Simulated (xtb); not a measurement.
C$_{3}$H$_{9}$N, septet, at the geometry of the source list (a higher spin typed on purpose: for a closed-shell molecule this is an excited state); GFN2-xTB run with xtb.

Here is a job for xtb.
```
$ xtb mol.xyz --gfn 2 --chrg 0 --uhf 6 --json

# file mol.xyz
13

C     -0.35760000     1.30020000     0.29480000
N     -0.13680000    -0.12320000     0.43870000
C      1.26680000    -0.45270000     0.30920000
C     -0.94200000    -0.87700000    -0.49870000
H     -0.06670000     1.67800000    -0.69890000
H      0.22140000     1.82880000     1.05040000
H     -1.41340000     1.51470000     0.45250000
H      1.67370000    -0.20010000    -0.68350000
H      1.39910000    -1.52030000     0.47740000
H      1.83160000     0.09110000     1.06470000
H     -0.69290000    -0.65480000    -1.54910000
H     -0.79050000    -1.94100000    -0.32350000
H     -1.99270000    -0.64360000    -0.33410000
```

Q: Predict the main parts of the log of this xtb run.

A: 
```
   ID    Z sym.   atoms
    1    6 C      1, 3, 4
    2    7 N      2
    3    1 H      5-13

           -------------------------------------------------
          |                Calculation Setup                |
           -------------------------------------------------

           -------------------------------------------------
          |                 G F N 2 - x T B                 |
           -------------------------------------------------

          ...................................................
          :                      SETUP                      :
          :.................................................:
          :  # basis functions                  25          :
          :  # atomic orbitals                  25          :
          :  # shells                           17          :
          :  # electrons                        26          :
          :  max. iterations                   250          :
          :  Hamiltonian                  GFN2-xTB          :
          :  restarted?                      false          :
          :  GBSA solvation                  false          :
          :  PC potential                    false          :
          :  electronic temp.          300.0000000     K    :
          :  accuracy                    1.0000000          :
          :  -> integral cutoff          0.2500000E+02      :
          :  -> integral neglect         0.1000000E-07      :
          :  -> SCF convergence          0.1000000E-05 Eh   :
          :  -> wf. convergence          0.1000000E-03 e    :
          :  Broyden damping             0.4000000          :
          :  net charge                          0          :
          :  unpaired electrons                  6          :
          ...................................................

 iter      E             dE          RMSdq      gap      omega  full diag
   1    -12.5430749 -0.125431E+02  0.321E+00    0.43       0.0  T
   2    -12.5752035 -0.321285E-01  0.163E+00    0.84       1.0  T
   3    -12.5830373 -0.783383E-02  0.107E+00    0.56       1.0  T
   4    -12.5845614 -0.152407E-02  0.239E-01    0.56       1.0  T
   5    -12.5730946  0.114668E-01  0.857E-01    0.55       1.0  T
   6    -12.5847580 -0.116634E-01  0.189E-01    0.56       1.0  T
   7    -12.5851340 -0.376022E-03  0.109E-01    0.56       1.0  T
   8    -12.5851975 -0.634184E-04  0.655E-02    0.56       1.0  T
   9    -12.5852583 -0.608072E-04  0.101E-02    0.56       2.7  T
  10    -12.5852588 -0.550760E-06  0.774E-03    0.56       3.6  T
  11    -12.5852597 -0.860622E-06  0.529E-04    0.56      52.4  T
  12    -12.5852597 -0.687823E-09  0.317E-04    0.56      87.5  T

   *** convergence criteria satisfied after 12 iterations ***

         :::::::::::::::::::::::::::::::::::::::::::::::::::::
         ::                     SUMMARY                     ::
         :::::::::::::::::::::::::::::::::::::::::::::::::::::
         :: total energy             -12.401942302350 Eh    ::
         :: gradient norm              0.765003510970 Eh/a0 ::
         :: HOMO-LUMO gap              0.558524383292 eV    ::
         ::.................................................::
         :: SCC energy               -12.585254103085 Eh    ::
         :: -> isotropic ES            0.010968575502 Eh    ::
         :: -> anisotropic ES          0.001998508737 Eh    ::
         :: -> anisotropic XC          0.006170643109 Eh    ::
         :: -> dispersion             -0.005729831256 Eh    ::
         :: repulsion energy           0.183311800736 Eh    ::
         :: add. restraining           0.000000000000 Eh    ::
         :: total charge               0.000000000025 e     ::
         :::::::::::::::::::::::::::::::::::::::::::::::::::::

           -------------------------------------------------
          |                Property Printout                |
           -------------------------------------------------

    * Orbital Energies and Occupations

         #    Occupation            Energy/Eh            Energy/eV
      -------------------------------------------------------------
         1        2.0000           -0.6201417             -16.8749
       ...           ...                  ...                  ...
         4        2.0000           -0.5423369             -14.7577
         5        2.0000           -0.5029795             -13.6868
         6        2.0000           -0.5002394             -13.6122
         7        2.0000           -0.5002369             -13.6121
         8        2.0000           -0.4541740             -12.3587
         9        2.0000           -0.4541681             -12.3585
        10        1.8478           -0.4387071             -11.9378
        11        1.0765           -0.4347089             -11.8290
        12        1.0757           -0.4346985             -11.8287
        13        1.0000           -0.3480280              -9.4703
        14        1.0000            0.0698586               1.9010
        15        1.0000            0.1218576               3.3159
        16        1.0000            0.1219265               3.3178 (HOMO)
        17        0.0000            0.1424519               3.8763 (LUMO)
        18                          0.1950404               5.3073
        19                          0.1950635               5.3079
        20                          0.2239425               6.0938
        21                          0.2303330               6.2677
        22                          0.2303705               6.2687
        23                          0.2696503               7.3376
        24                          0.2820337               7.6745
        25                          0.2820852               7.6759
      -------------------------------------------------------------
                  HL-Gap            0.0205254 Eh            0.5585 eV
             Fermi-level           -0.1522870 Eh           -4.1439 eV

     #   Z          covCN         q      C6AA      α(0)
     1   6 C        3.718    -0.117    22.862     6.830
     2   7 N        2.723    -0.189    25.096     7.440
     3   6 C        3.718    -0.117    22.862     6.830
     4   6 C        3.718    -0.117    22.862     6.830
     5   1 H        0.923     0.046     2.365     2.405
     6   1 H        0.925     0.067     2.123     2.279
     7   1 H        0.925     0.067     2.123     2.279
     8   1 H        0.923     0.047     2.364     2.405
     9   1 H        0.925     0.067     2.123     2.279
    10   1 H        0.925     0.067     2.123     2.279
    11   1 H        0.923     0.046     2.365     2.405
    12   1 H        0.925     0.067     2.124     2.279
    13   1 H        0.925     0.067     2.123     2.279

 Mol. C6AA /au·bohr⁶  :       1066.589970
 Mol. C8AA /au·bohr⁸  :      21579.987805
 Mol. α(0) /au        :         48.817232

Wiberg/Mayer (AO) data.
largest (>0.10) Wiberg bond orders for each atom

 ---------------------------------------------------------------------------
     #   Z sym  total        # sym  WBO       # sym  WBO       # sym  WBO
 ---------------------------------------------------------------------------
     1   6 C    3.446 --     5 H    0.838     7 H    0.724     6 H    0.724
                             2 N    0.639     4 C    0.171     3 C    0.171
     2   7 N    2.529 --     4 C    0.639     1 C    0.639     3 C    0.639
     3   6 C    3.446 --     8 H    0.838    10 H    0.724     9 H    0.724
                             2 N    0.639     4 C    0.171     1 C    0.171
     4   6 C    3.446 --    11 H    0.838    13 H    0.724    12 H    0.724
                             2 N    0.639     1 C    0.171     3 C    0.171
     5   1 H    0.980 --     1 C    0.838
     6   1 H    0.921 --     1 C    0.724
     7   1 H    0.922 --     1 C    0.724
     8   1 H    0.980 --     3 C    0.838
     9   1 H    0.922 --     3 C    0.724
    10   1 H    0.922 --     3 C    0.724
    11   1 H    0.980 --     4 C    0.838
    12   1 H    0.921 --     4 C    0.724
    13   1 H    0.922 --     4 C    0.724
 ---------------------------------------------------------------------------

Topologies differ in total number of bonds
Writing topology from bond orders to xtbtopo.mol

molecular dipole:
                 x           y           z       tot (Debye)
 q only:        0.043       0.038      -0.137
   full:        0.034       0.031      -0.110       0.304
molecular quadrupole (traceless):
                xx          xy          yy          xz          yz          zz
 q only:        0.663      -0.197       0.702       0.700       0.630      -1.365
  q+dip:        0.514      -0.152       0.542       0.542       0.488      -1.056
   full:        0.843      -0.250       0.893       0.891       0.802      -1.737

           -------------------------------------------------
          | TOTAL ENERGY              -12.401942302350 Eh   |
          | GRADIENT NORM               0.765003510970 Eh/α |
          | HOMO-LUMO GAP               0.558524383292 eV   |
           -------------------------------------------------

normal termination of xtb
```
